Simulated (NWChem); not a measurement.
All runs are NWChem calculations. System: F3N, charge 0, spin multiplicity 1, displaced from the optimised geometry. Level: CCSD(T)/cc-pVDZ, 4 core orbitals frozen, spin-restricted.

The NWChem input:

```
start mol
memory heap 100 mb stack 700 mb global 1900 mb
geometry units angstroms nocenter noautoz noautosym
  F      0.566602    -0.071385     0.980520
  N     -0.003236     0.474531     0.000000
  F      0.616153    -0.118856    -1.065783
  F     -1.229789    -0.131368     0.000000
end
basis spherical
  * library cc-pvdz
end
scf
  rhf
  nopen 0
  maxiter 100
  thresh 1e-7
  semidirect memsize 60000000 filesize 0
end
ccsd
  freeze core 4
  maxiter 60
end
task ccsd(t) energy
```

Output (cleaned and shortened):

```
             Northwest Computational Chemistry Package (NWChem) 7.3.0
             --------------------------------------------------------

                                NWChem Input Module
                                -------------------

 Scaling coordinates for geometry "geometry" by  1.889725989
 (inverse scale =  0.529177249)

                             Geometry "geometry" -> ""
                             -------------------------

 Output coordinates in angstroms (scale by  1.889725989 to convert to a.u.)

  No.       Tag          Charge          X              Y              Z
 ---- ---------------- ---------- -------------- -------------- --------------
    1 F                    9.0000     0.56660200    -0.07138500     0.98052000
    2 N                    7.0000    -0.00323600     0.47453100     0.00000000
    3 F                    9.0000     0.61615300    -0.11885600    -1.06578300
    4 F                    9.0000    -1.22978900    -0.13136800     0.00000000

 Effective nuclear repulsion energy (a.u.)     137.2042623337

            Nuclear Dipole moment (a.u.)
            ----------------------------
        X                 Y               Z
 ---------------- ---------------- ----------------
    -0.8427384224     0.8073589725    -1.4501133627


 Summary of "ao basis" -> "" (spherical)
 ------------------------------------------------------------------------------
       Tag                 Description            Shells   Functions and Types
 ---------------- ------------------------------  ------  ---------------------
 *                          cc-pvdz                   on all atoms

 Summary of "ao basis" -> "ao basis" (spherical)
 ------------------------------------------------------------------------------
       Tag                 Description            Shells   Functions and Types
 ---------------- ------------------------------  ------  ---------------------
 F                          cc-pvdz                  6       14   3s2p1d
 N                          cc-pvdz                  6       14   3s2p1d

                                 NWChem SCF Module
                                 -----------------

  ao basis        = "ao basis"
  functions       =    56
  atoms           =     4
  closed shells   =    17
  open shells     =     0
  charge          =   0.00
  wavefunction    = RHF
  use symmetry    = F
  symmetry adapt  = F

 Summary of "ao basis" -> "ao basis" (spherical)
 ------------------------------------------------------------------------------
       Tag                 Description            Shells   Functions and Types
 ---------------- ------------------------------  ------  ---------------------
 F                          cc-pvdz                  6       14   3s2p1d
 N                          cc-pvdz                  6       14   3s2p1d

 Forming initial guess at       0.0s

      Superposition of Atomic Density Guess
      -------------------------------------

 Sum of atomic energies:        -352.45162170

      Non-variational initial energy
      ------------------------------

 Total energy =    -353.131927
 1-e energy   =    -765.403279
 2-e energy   =     275.067089
 HOMO         =      -0.304355
 LUMO         =       0.198015

 Starting SCF solution at       0.4s

 ----------------------------------------------
         Quadratically convergent ROHF

 Convergence threshold     :          1.000E-07
 Maximum no. of iterations :          100
 Final Fock-matrix accuracy:          1.000E-09
[...]
 Same spin scaling factor:                1.130000000000000
 Opposite spin contribution:             -0.565980421636508
 Opposite spin scaling fact.:             1.270000000000000
 SCS-CCSD correlation energy:            -0.915804575514830
 Total SCS-CCSD energy:                -353.468160545521073
 memory            104851844

*********triples calculation*********

nkpass=    1; nvpass=    1; memdrv=         129831; memtrn=         827710; memavail=      104851324
 memory available/node                      104851324
 total number of virtual orbitals        39
 number of virtuals per integral pass    39
 number of integral evaluations           1
 number of occupied per triples pass     13
 number of triples passes                 1

 commencing integral evaluation        1 at          22.92
  symmetry use  F
task         2 out of       300 done   0%  at       0.0 secs
task        15 out of       300 done   5%  at       0.1 secs
task        30 out of       300 done  10%  at       0.2 secs
task        45 out of       300 done  15%  at       0.3 secs
task        60 out of       300 done  20%  at       0.4 secs
task        75 out of       300 done  25%  at       0.4 secs
task        90 out of       300 done  30%  at       0.5 secs
task       105 out of       300 done  35%  at       0.7 secs
task       120 out of       300 done  40%  at       0.8 secs
task       135 out of       300 done  45%  at       0.9 secs
task       150 out of       300 done  50%  at       1.0 secs
task       165 out of       300 done  55%  at       1.0 secs
task       180 out of       300 done  60%  at       1.1 secs
task       195 out of       300 done  65%  at       1.2 secs
task       210 out of       300 done  70%  at       1.3 secs
task       225 out of       300 done  75%  at       1.3 secs
task       240 out of       300 done  80%  at       1.4 secs
task       255 out of       300 done  85%  at       1.4 secs
task       270 out of       300 done  90%  at       1.5 secs
task       285 out of       300 done  95%  at       1.5 secs
task       300 out of       300 done 100%  at       1.5 secs
 commencing triples evaluation - blocking       1
 ccsd(t): done        1 out of       39 progress:    2.6%
 ccsd(t): done        2 out of       39 progress:    5.1%
 ccsd(t): done        3 out of       39 progress:    7.7%
 ccsd(t): done        4 out of       39 progress:   10.3%
 ccsd(t): done        5 out of       39 progress:   12.8%
 ccsd(t): done        6 out of       39 progress:   15.4%
 ccsd(t): done        7 out of       39 progress:   17.9%
 ccsd(t): done        8 out of       39 progress:   20.5%
 ccsd(t): done        9 out of       39 progress:   23.1%
 ccsd(t): done       10 out of       39 progress:   25.6%
 ccsd(t): done       11 out of       39 progress:   28.2%
 ccsd(t): done       12 out of       39 progress:   30.8%
 ccsd(t): done       13 out of       39 progress:   33.3%
 ccsd(t): done       14 out of       39 progress:   35.9%
 ccsd(t): done       15 out of       39 progress:   38.5%
 ccsd(t): done       16 out of       39 progress:   41.0%
 ccsd(t): done       17 out of       39 progress:   43.6%
 ccsd(t): done       18 out of       39 progress:   46.2%
 ccsd(t): done       19 out of       39 progress:   48.7%
 ccsd(t): done       20 out of       39 progress:   51.3%
 ccsd(t): done       21 out of       39 progress:   53.8%
 ccsd(t): done       22 out of       39 progress:   56.4%
 ccsd(t): done       23 out of       39 progress:   59.0%
 ccsd(t): done       24 out of       39 progress:   61.5%
 ccsd(t): done       25 out of       39 progress:   64.1%
 ccsd(t): done       26 out of       39 progress:   66.7%
 ccsd(t): done       27 out of       39 progress:   69.2%
 ccsd(t): done       28 out of       39 progress:   71.8%
 ccsd(t): done       29 out of       39 progress:   74.4%
 ccsd(t): done       30 out of       39 progress:   76.9%
 ccsd(t): done       31 out of       39 progress:   79.5%
 ccsd(t): done       32 out of       39 progress:   82.1%
 ccsd(t): done       33 out of       39 progress:   84.6%
 ccsd(t): done       34 out of       39 progress:   87.2%
 ccsd(t): done       35 out of       39 progress:   89.7%
 ccsd(t): done       36 out of       39 progress:   92.3%
 ccsd(t): done       37 out of       39 progress:   94.9%
 ccsd(t): done       38 out of       39 progress:   97.4%
 ccsd(t): done       39 out of       39 progress:  100.0%
 Time for integral evaluation pass     1        1.53
 Time for triples evaluation pass      1        2.01

 pseudo-e(mp4)  -0.19038313376551E-01
 pseudo-e(mp5)   0.17364187594462E-02
        e(t)    -0.17301894617105E-01

 --------------
 CCSD(T) Energy
 --------------
 Reference energy:                    -352.552355970006261

 CCSD corr. energy:                     -0.740325058836920
 T(CCSD) corr. energy:                  -0.019038313376551
 Total CCSD+T(CCSD) energy:           -353.311719342219703

 CCSD corr. energy:                     -0.740325058836920
 (T) corr. energy:                      -0.017301894617105
 Total CCSD(T) energy:                -353.309982923460268

 routine      calls  cpu(0)   cpu-min  cpu-ave  cpu-max   i/o
 aoccsd          1     0.01     0.01     0.01     0.01    0.00
 iterdrv         1     0.02     0.02     0.02     0.02    0.00
 pampt          14     0.07     0.07     0.07     0.07    0.00
 t2pm           14     0.11     0.11     0.11     0.11    0.00
 sxy            14     0.19     0.19     0.19     0.19    0.00
 ints      1258572    16.38    16.38    16.38    16.38    0.00
 t2eri        4200     3.00     3.00     3.00     3.00    0.00
 idx2         4200     0.44     0.44     0.44     0.44    0.00
 idx34          14     0.07     0.07     0.07     0.07    0.00
 ht2pm          14     0.13     0.13     0.13     0.13    0.00
 itm            14     0.84     0.84     0.84     0.84    0.00
 pdiis          14     0.02     0.02     0.02     0.02    0.00
 triples         1     0.00     0.00     0.00     0.00    0.00
 rdtrpo          1     0.01     0.01     0.01     0.01    0.00
 trpmos          1     1.53     1.53     1.53     1.53    0.00
 trpdrv          1     0.29     0.29     0.29     0.29    0.00
 dovvv       92274     0.68     0.68     0.68     0.68    0.00
 doooo       92274     0.27     0.27     0.27     0.27    0.00
 tengy       85683     0.72     0.72     0.72     0.72    0.00
 Total                24.78    24.78    24.78    24.78    0.00

 Task  times  cpu:       27.1s     wall:       27.1s

 Total times  cpu:       27.1s     wall:       27.1s
```
